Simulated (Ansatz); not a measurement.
Process, species as SMILES: [CH]=O (CH-O) → CHO+ (singlet, bonded as [CH]=O) + e-
B3LYP-D3(BJ)/def2-TZVP geometries, fixed; electronic energies without zero-point terms.
Largest species:
```
C
O 1 1.1718
H 1 1.1249 2 124.43
```
Charge 0, spin multiplicity 2.

Effect of a fitting basis named in the input at wB97M-V/aug-cc-pVQZ with Ansatz (an electronic-structure program), against the last row, where the adiabatic ionisation energy is 8.10 eV. Open shells are unrestricted. The default fits or decomposes integrals by the program's own choice; accuracy: high also tightens integrals, grids and stops.

```tsv
setting	largest shift of a total energy (mEh)	shift of the adiabatic ionisation energy (eV)
fitting: def2-SV(P)-JKFIT	-0.017	0.000
fitting: def2-universal-JKFIT	-0.017	0.000
fitting: cc-pVTZ-JKFIT	0.014	0.000
fitting: cc-pVQZ-JKFIT	-0.005	0.000
fitting: cc-pV5Z-JKFIT	-0.005	0.000
accuracy: high	-0.002	0.000
accuracy: medium (default)	0.000	0.000
```

Within 0.002 eV in the adiabatic ionisation energy: fitting: def2-SV(P)-JKFIT; fitting: def2-universal-JKFIT; fitting: cc-pVTZ-JKFIT; fitting: cc-pVQZ-JKFIT; fitting: cc-pV5Z-JKFIT; accuracy: high. The largest shift is 0.017 mEh in a total energy and 0.000 eV in the difference.
